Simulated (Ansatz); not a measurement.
**SF2 (sulfur difluoride): wB97M-V/def2-TZVP**

Aim: the vertical ionisation energy of SF2 (sulfur difluoride) at wB97M-V/def2-TZVP, from 2 runs. 

The results are computed with Ansatz 0.2.0.

42 further runs of the same task are left out: 42 set aside as unsound or not needed.

### 1 Starting point

The species is SF2 (3 atoms), meant as a singlet with charge 0. As SMILES, `FSF`. Geometry: relaxed at PBE0-D4/def2-TZVP.

Bond lengths: F1–S2 1.590 Å, S2–F3 1.590 Å. Angles: F1–S2–F3 98.6°.

### 2 A single-point energy at wB97M-V/def2-TZVP

job.yaml

```yaml
crystal:
  periodic: [false, false, false]
  atoms:
    - {symbol: F, position_ang: [0.440140, 1.116450, 0.365400]}
    - {symbol: S, position_ang: [-0.601990, 0.126530, -0.315250]}
    - {symbol: F, position_ang: [0.161840, -1.242970, -0.050150]}
basis:
  gaussian: {orbitals: def2-TZVP}
hamiltonian: {xc: {name: wB97M-V}}
accuracy: high
output: {orbitals: {seedname: orbitals}}
```

The run is started by

```bash
ansatz run job.yaml --threads 1 --pin off --max-ram 3480MiB --events-out events.jsonl --progress --plain --runs-dir runs
```

Standard output:

```text
Warning: RAYON_NUM_THREADS=1 ignored (pool sized by the plan → 1); use --threads N
Functional definition: wB97M-V
  name "wB97M-V"
  parameter omega = 0.3/bohr
  parameter cx = 0.15
  parameter cx01 = 1.007
  parameter cx10 = 0.259
  parameter css00 = 0.443
  parameter css04 = -1.437
  parameter css10 = -4.535
  parameter css20 = -3.390
  parameter css43 = 4.278
  parameter cos00 = 1.000
  parameter cos10 = 1.358
  parameter cos20 = 2.924
  parameter cos21 = -8.812
  parameter cos60 = -1.390
  parameter cos61 = 9.142
  parameter b = 6.0
  parameter c = 0.01
  gx(w, u) = 1 - cx + cx01*u + cx10*w
  gss(w, u) = css00 + css04*u^4 + css10*w + css20*w^2 + css43*w^4*u^3
  gos(w, u) = cos00 + cos10*w + (cos20 + cos21*u)*w^2 + (cos60 + cos61*u)*w^6
  exchange = spin_sum(e_x_unif_sr(omega)*gx(b97_w, b97_u_x)) + cx*exact_x_sr(omega) + exact_x_lr(omega)
  correlation = spin_sum(e_c_pw_mod_same_spin*gss(b97_w, b97_u_same))
      + integral(e_c_pw_mod_opposite_spin*gos(b97_w_opposite, b97_u_opposite)) + vv10(b, c)
1532 factors; integrals over basis functions are off by at most 3.3e-9 eV
219 factors; integrals over basis functions are off by at most 1.8e-9 eV
mean field evaluation 1: about -16266.9524 eV, gradient 3.4e1 eV
mean field evaluation 2: about -16266.7485 eV, gradient 3.9e1 eV
mean field evaluation 4: about -16268.6886 eV, gradient 4.9e-1 eV
mean field evaluation 8: about -16268.7869 eV, gradient 3.5e-2 eV
mean field evaluation 16: about -16268.7869 eV, gradient 1.2e-5 eV
mean field -16268.78686817 eV, -597.8668900253 hartree, gradient 8.3e-9 eV, S^2 0.000000; 0 other end points of the search recorded, 0 dependent functions left out
reference -16268.78687064 eV, -597.8668901162 hartree; 17, 17 occupied and 82, 82 virtual orbitals, 1532 factors
Total energy: -16268.78687064 eV, -597.8668901162 hartree
```

Run time: 31 s. Hardware: 1 thread of Arm Neoverse V1, shared host; peak memory 0.38 GiB.

### 3 The doublet cation at the same level

Edit job.yaml of step 2 so:

```diff
@@ -8,4 +8,6 @@
   gaussian: {orbitals: def2-TZVP}
+accuracy: high
+total_charge: 1
+output: {orbitals: {seedname: orbitals}}
 hamiltonian: {xc: {name: wB97M-V}}
-accuracy: high
-output: {orbitals: {seedname: orbitals}}
+magnetization: {spin_polarized: true, initial_magnetization: 1}
```

The run is started by

```bash
ansatz run job.yaml --threads 1 --pin off --max-ram 3480MiB --events-out events.jsonl --progress --plain --runs-dir runs
```

Standard output, cut to the lines that bear on the results:

```text
Warning: RAYON_NUM_THREADS=1 ignored (pool sized by the plan → 1); use --threads N
[... 2 set-up lines as earlier in the session ...]
[...]
  gx(w, u) = 1 - cx + cx01*u + cx10*w
  gss(w, u) = css00 + css04*u^4 + css10*w + css20*w^2 + css43*w^4*u^3
  gos(w, u) = cos00 + cos10*w + (cos20 + cos21*u)*w^2 + (cos60 + cos61*u)*w^6
[...]
      + integral(e_c_pw_mod_opposite_spin*gos(b97_w_opposite, b97_u_opposite)) + vv10(b, c)
1532 factors; integrals over basis functions are off by at most 3.3e-9 eV
219 factors; integrals over basis functions are off by at most 1.8e-9 eV
[...]
mean field -16258.59845061 eV, -597.4924725862 hartree, gradient 4.0e-8 eV, S^2 0.752524; 0 other end points of the search recorded, 0 dependent functions left out
reference -16258.59845305 eV, -597.4924726759 hartree; 17, 16 occupied and 82, 83 virtual orbitals, 1532 factors
Total energy: -16258.59845305 eV, -597.4924726759 hartree
```

It took 50 s on 1 thread of Arm Neoverse V1, shared host; peak memory 0.62 GiB.

### 4 Results

Level: wB97M-V/def2-TZVP.

| quantity | value |
| --- | --- |
| singlet SF2: total energy | -597.86689 Eh |
| singlet SF2: HOMO energy | -9.48 eV |
| singlet SF2: LUMO energy | 0.65 eV |
| singlet SF2: HOMO–LUMO gap | 10.13 eV |
| doublet cation: total energy | -597.49247 Eh |
| doublet cation: HOMO energy (highest over α and β) | -19.43 eV |
| doublet cation: LUMO energy (lowest over α and β) | -10.88 eV |
| doublet cation: ⟨S²⟩ | 0.753 |
| vertical ionisation energy (to the doublet cation) | 10.188 eV |

**Reading.** The vertical ionisation energy comes to 10.19 eV (983 kJ/mol). The negative HOMO energy of the first species, 9.48 eV, lies 0.70 eV below that difference.
